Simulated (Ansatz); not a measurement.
# RPA@r2SCAN0/cc-pV(D+d)Z (density fitting with def2-universal-jkfit, cc-pVTZ-rifit for correlation, accuracy low) run of CH2F2 (difluoromethane)

What is the energy difference between two shapes of CH2F2 (difluoromethane) at RPA@r2SCAN0/cc-pV(D+d)Z (density fitting with def2-universal-jkfit, cc-pVTZ-rifit for correlation, accuracy low)? 

The results are computed with Ansatz 0.2.0.

5 further runs of the same task are left out: 1 for a known fault of the program, 2 that didn't finish, 2 set aside as unsound or not needed.

## Step 1: The system as given

CH2F2 has 5 atoms, charge 0, and is taken as a singlet. As SMILES, `FCF`. The coordinates come from a PBE0-D4/def2-TZVP relaxation.

Bond lengths: F1–C2 1.351 Å, C2–F3 1.351 Å, C2–H4 1.093 Å, C2–H5 1.094 Å. Angles: F1–C2–F3 108.6°, F1–C2–H4 108.8°, F1–C2–H5 108.8°, F3–C2–H4 108.8°, F3–C2–H5 108.8°, H4–C2–H5 113.0°.

## Step 2: A single-point energy at RPA@r2SCAN0/cc-pV(D+d)Z (density fitting with def2-universal-jkfit, cc-pVTZ-rifit for correlation, accuracy low)

input.yaml reads:

```yaml
crystal:
  periodic: [false, false, false]
  atoms:
    - {symbol: F, position_ang: [-1.073300, 0.191200, 0.698300]}
    - {symbol: C, position_ang: [0.010100, -0.016900, -0.082300]}
    - {symbol: F, position_ang: [1.090500, -0.179200, 0.713200]}
    - {symbol: H, position_ang: [-0.142700, -0.932900, -0.659500]}
    - {symbol: H, position_ang: [0.165300, 0.864200, -0.711100]}
basis:
  gaussian:
    orbitals: cc-pV_D+d_Z.json
    fitting: {mean_field: def2-universal-jkfit, correlation: cc-pVTZ-rifit}
    final_grid: {core_spheres: 20, valence_spheres: 16, degree: 47}
hamiltonian:
  xc: {name: r2SCAN0}
correlation:
  method: rpa
  electrons: all
accuracy: low
scf:
  lower_state_search: standard
```

The basis set cc-pV(D+d)Z is read from a file made from the Basis Set Exchange's data (not shown).

Command:

```
$ ansatz run input.yaml --threads 1 --pin off --max-ram 2610MiB --events-out events.jsonl --progress --plain --runs-dir runs
```

Log:

```text
Warning: RAYON_NUM_THREADS=1 ignored (pool sized by the plan → 1); use --threads N
Functional definition: r2SCAN0
  name "r2SCAN0"
  parameter a = 0.25
  parameter k0 = 0.174
  parameter k1 = 0.065
  parameter a1 = 4.9479
  exchange = (1 - a)*r2scan_x(k0 = k0, k1 = k1, a1 = a1) + a*exact_x
  correlation = r2scan_c
265 factors; integrals over basis functions are off by at most 2.6e-1 eV
303 factors; integrals over basis functions are off by at most 1.1e-2 eV
mean field evaluation 1: about -6498.8217 eV, gradient 2.3e1 eV
mean field evaluation 2: about -6498.8238 eV, gradient 2.3e1 eV
mean field evaluation 4: about -6499.5749 eV, gradient 2.8e0 eV
mean field evaluation 8: about -6499.5892 eV, gradient 4.9e-3 eV
mean field -6499.58915090 eV, -238.8554957158 hartree, gradient 5.1e-7 eV, S^2 0.000000; 0 other end points of the search recorded, 0 dependent functions left out
reference -6473.61942780 eV, -237.9011259948 hartree; 13, 13 occupied and 39, 39 virtual orbitals, 303 factors
Total energy: -6492.64042500 eV, -238.6001347488 hartree
```

Run time: 1.2 s. Hardware: 1 thread of Intel Xeon 6975P-C (Granite Rapids), shared host; peak memory 0.12 GiB.

## Step 3: The distorted shape

input.yaml reads:

```yaml
crystal:
  periodic: [false, false, false]
  atoms:
    - {symbol: F, position_ang: [-1.030553, 0.079453, 0.634293]}
    - {symbol: C, position_ang: [0.096834, -0.088967, -0.154589]}
    - {symbol: F, position_ang: [1.037777, -0.159515, 0.641959]}
    - {symbol: H, position_ang: [-0.196043, -0.910262, -0.774081]}
    - {symbol: H, position_ang: [0.144726, 0.866951, -0.785901]}
basis:
  gaussian:
    orbitals: cc-pV_D+d_Z.json
    fitting: {mean_field: def2-universal-jkfit, correlation: cc-pVTZ-rifit}
    final_grid: {core_spheres: 20, valence_spheres: 16, degree: 47}
hamiltonian:
  xc: {name: r2SCAN0}
correlation:
  method: rpa
  electrons: all
accuracy: low
scf:
  lower_state_search: standard
```

The basis set cc-pV(D+d)Z is read from a file made from the Basis Set Exchange's data (not shown).

Command:

```
$ ansatz run input.yaml --threads 1 --pin off --max-ram 2610MiB --events-out events.jsonl --progress --plain --runs-dir runs
```

Log:

```text
Warning: RAYON_NUM_THREADS=1 ignored (pool sized by the plan → 1); use --threads N
Functional definition: r2SCAN0
  name "r2SCAN0"
  parameter a = 0.25
  parameter k0 = 0.174
  parameter k1 = 0.065
  parameter a1 = 4.9479
  exchange = (1 - a)*r2scan_x(k0 = k0, k1 = k1, a1 = a1) + a*exact_x
  correlation = r2scan_c
265 factors; integrals over basis functions are off by at most 2.9e-1 eV
303 factors; integrals over basis functions are off by at most 1.5e-2 eV
mean field evaluation 1: about -6498.2291 eV, gradient 2.4e1 eV
mean field evaluation 2: about -6498.2308 eV, gradient 2.4e1 eV
mean field evaluation 4: about -6499.0507 eV, gradient 2.9e0 eV
mean field evaluation 8: about -6499.0653 eV, gradient 7.7e-2 eV
mean field -6499.06531113 eV, -238.8362449592 hartree, gradient 1.1e-6 eV, S^2 0.000000; 0 other end points of the search recorded, 0 dependent functions left out
reference -6473.10689445 eV, -237.8822907417 hartree; 13, 13 occupied and 39, 39 virtual orbitals, 303 factors
Total energy: -6492.05252793 eV, -238.5785299301 hartree
```

It took 1.3 s on 1 thread of Intel Xeon 6975P-C (Granite Rapids), shared host; peak memory 0.12 GiB.

## Step 4: Results

At RPA@r2SCAN0/cc-pV(D+d)Z (density fitting with def2-universal-jkfit, cc-pVTZ-rifit for correlation, accuracy low):

| quantity | value |
| --- | --- |
| first shape: total energy | -238.60013 Eh |
| first shape: RPA correlation energy | -699.0 mEh |
| distorted shape: total energy | -238.57853 Eh |
| distorted shape: RPA correlation energy | -696.2 mEh |
| energy change with the atoms displaced | 0.588 eV |

**Reading.** With the atoms displaced the energy rises by 0.59 eV (56.7 kJ/mol). The first shape isn't relaxed at this level, so the change isn't measured from a minimum. The accuracy setting (first shape) is loose, so the last digits carry no meaning. The accuracy setting (distorted shape) is loose, so the last digits carry no meaning.
